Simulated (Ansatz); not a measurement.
A nudged elastic band was laid between two geometries of AlH3O + H2 (7 atoms, charge 0, multiplicity 1).

These are results of Ansatz 0.2.0, RKS B3LYP-D4/def2-SVP, not measurements.

```
movable images  : 7
climbing image  : yes
spring          : 5.0 eV/Å²
optimiser       : quadratic models (default)
start path      : through a guess of the saddle point
force threshold : 0.05 eV/Å
iteration limit : 60
end points      : relaxed
```

Initial state:

```xyz
7
Properties=species:S:1:pos:R:3
Al -0.052 -0.162 0.197
O -0.070 -0.622 1.846
H -0.855 -0.744 2.387
H 1.372 -0.123 -0.478
H -1.408 0.088 -0.583
H 0.107 2.347 0.540
H 0.145 2.064 1.247
```

Final state:

```xyz
7
Properties=species:S:1:pos:R:3
Al 0.026 0.482 -0.150
O -0.034 0.145 1.864
H -0.826 -0.328 2.161
H 1.358 -0.262 -0.604
H -1.379 -0.218 -0.469
H 0.054 2.081 -0.049
H 0.040 0.947 2.404
```

Q: What changes between the two ends?

A: Bonds broken: H6–H7. Bonds formed: Al1–H6, O2–H7. AlH3O + H2 becomes AlH5O.

Q: What energy profile does the band end with?

A: It converged. The highest image is number 4 of 0 to 8, 21.2 kcal/mol above the first end and 15.1 kcal/mol above the last; the last end lies 6.2 kcal/mol above the first. A vibrational analysis at the climbing image gives one clearly imaginary mode, 1254i cm⁻¹: a first-order saddle point. The orbitals stay closed-shell, which can raise the energy where a bond breaks towards radicals; this wasn't checked here.

```csv
image,path coordinate (Å),energy (kcal/mol),H6–H7 (Å),Al1–H6 (Å),O2–H7 (Å)
0,0.00,0.0,0.76,2.54,2.76
1,0.38,0.4,0.76,2.48,2.42
2,0.76,2.8,0.77,2.26,2.06
3,1.14,11.1,0.82,1.99,1.66
4,1.52,21.2,1.06,1.79,1.25
5,1.86,14.1,1.45,1.67,1.02
6,2.19,9.1,1.86,1.62,0.98
7,2.53,6.8,2.29,1.61,0.97
8,2.87,6.2,2.70,1.60,0.97
```

Q: What is the geometry of the highest image?

A: 
```xyz
7
Properties=species:S:1:pos:R:3
Al 0.011 0.236 0.000
O -0.005 -0.023 1.866
H -0.809 -0.293 2.334
H 1.401 -0.099 -0.667
H -1.402 -0.018 -0.668
H 0.053 1.863 0.741
H -0.011 1.181 1.549
```

Q: What are the harmonic wavenumbers there?

A: 1254i, 421, 460, 577, 598, 743, 778, 795, 1025, 1395, 1715, 1903, 1941, 1967, 3824 cm⁻¹.

The band took 9 iterations and roughly 2.2 core-minutes.

The run took 2.2 min on 1 thread of Arm Neoverse N1, on a shared host, peak memory 0.11 GiB.
